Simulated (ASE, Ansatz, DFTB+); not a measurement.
## Ladder of methods for the lattice constant a of fcc Al

Reference value: 4.018 Å (measured, static lattice: zero-point anharmonic expansion removed; as tabulated in Mejia-Rodriguez and Trickey (2018), arXiv:1807.09216).

Put these levels in order of the lattice constant a that they give for fcc Al, smallest first: EMT (ASE), GFN1-xTB as cut by DFTB+, LDA (Ansatz, a first-principles code), PBE0-D3(BJ) (Ansatz), PBEsol-D3(BJ) (Ansatz).

PBE0-D3(BJ) (3.948 Å), PBEsol-D3(BJ) (3.961 Å), LDA (3.982 Å), EMT (3.994 Å), GFN1-xTB as cut by DFTB+ (4.519 Å)

Errors against the reference: EMT -0.60 %, GFN1-xTB as cut by DFTB+ +12.5 %, LDA -0.90 %, PBEsol-D3(BJ) -1.42 %, PBE0-D3(BJ) -1.74 %.

GFN1-xTB as cut by DFTB+: the cell moved over 20 % in volume from its start. GFN1-xTB as cut by DFTB+: the method was fitted mainly to molecules. GFN1-xTB as cut by DFTB+: codes differ in how they cut the long-range tail of xTB's charge interaction in a crystal, so the value belongs to this code. Cutoffs and k meshes differ between the levels. Ansatz's density-functional and Hartree–Fock values are scalar-relativistic unless marked +SOC, with PAW data made under PBE.

Empirical potentials (EMT) are fitted to chosen data: where that held the value shown, agreement is built in, and what lay outside the fit can be far off.

Differences are worked out from the printed values.
